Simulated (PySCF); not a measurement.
# C2H4S (Thiirane): the cost of one run

Programs: PySCF 2.14.0, with density-fitted response routines of our own. Each step states its level of theory. These are calculated values for one molecule, in the gas phase or a continuum, unless marked as measured. Atoms are numbered from 0 throughout.

## Step 1: The molecule as given

7 atoms, charge 0, multiplicity 1; geometry from: GFN2-xTB. The atoms were then displaced at random by about 0.01 Å, so the start is not that level's minimum.

Bonds of the start (Å): C0–C1 1.51, C1–S2 1.79, S2–C0 1.82, C0–H3 1.06, C0–H4 1.09, C1–H5 1.08, C1–H6 1.07.

## Step 2: Optimising the geometry at PBE0-D3(BJ)/def2-TZVP

What the job is given:

```
{"job": {"xc": "PBE0", "basis": "def2-TZVP", "d3": "d3bj", "grid": 2, "shake": 0.01, "kind": "geom"}, "charge": 0, "multiplicity": 1}
C      0.761040    -0.095760    -0.039510
C     -0.744950    -0.050160    -0.078790
S     -0.024670     1.123460     1.066440
H      1.269230    -0.899930     0.434650
H      1.283840     0.351020    -0.883980
H     -1.237170     0.404080    -0.932300
H     -1.273380    -0.861810     0.383560
```

Launch:

```sh
> OMP_NUM_THREADS=1 python probes_run.py task.json out
```

The driver reads the jobs from task.json and runs them one after another.

Q: Estimate the wall time and peak memory of this first job on 1 thread of Arm Neoverse N1, shared host.

About 49 s, with a peak of 0.52 GiB.
